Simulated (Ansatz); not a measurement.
Born–Oppenheimer molecular dynamics of H₅NOSi (8 atoms, charge 0, multiplicity 1). It starts from a relaxed structure.

Method: Ansatz, RKS B3LYP-D4/def2-SVP.

- ensemble: NVT, Langevin thermostat
- time step: 0.5 fs
- steps asked: 150
- set temperature: 1500 K
- friction: 0.001 /fs
- temperature schedule: 37 steps to 1500 K, then 113 steps to 10 K
- seed: 934190

First frame:

```xyz
8
Properties=species:S:1:pos:R:3
Si -0.004 -0.103 0.027
O -0.124 0.058 1.685
H -1.020 0.029 2.043
H 1.465 -0.177 -0.185
H -0.592 1.060 -0.705
N -0.867 -1.467 -0.579
H -0.590 -2.429 -0.421
H -1.562 -1.382 -1.312
```

(1) How far do the bonds stretch over the last three quarters of this one trajectory? (Pairs bonded in most of those frames.)

Results:

(1) 
| bond | mean (Å) | spread (Å) | shortest | longest |
| --- | --- | --- | --- | --- |
| Si1–O2 | 1.672 | 0.011 | 1.66 | 1.69 |
| Si1–H4 | 1.499 | 0.034 | 1.44 | 1.56 |
| Si1–H5 | 1.522 | 0.109 | 1.35 | 1.67 |
| Si1–N6 | 1.746 | 0.034 | 1.69 | 1.81 |
| O2–H3 | 0.969 | 0.016 | 0.94 | 1.00 |
| N6–H7 | 1.031 | 0.031 | 0.97 | 1.08 |
| N6–H8 | 1.036 | 0.032 | 0.98 | 1.10 |

Mean temperature of the second half: 846 K. The schedule's set-point averaged 504 K over the second half and the system 846 K, so it lags behind the ramp. A run of 0.075 ps of so small a system gives no equilibrium averages.

Run time: 3.8 min on 1 thread of Arm Neoverse V2 (shared host), peak memory 0.12 GiB.
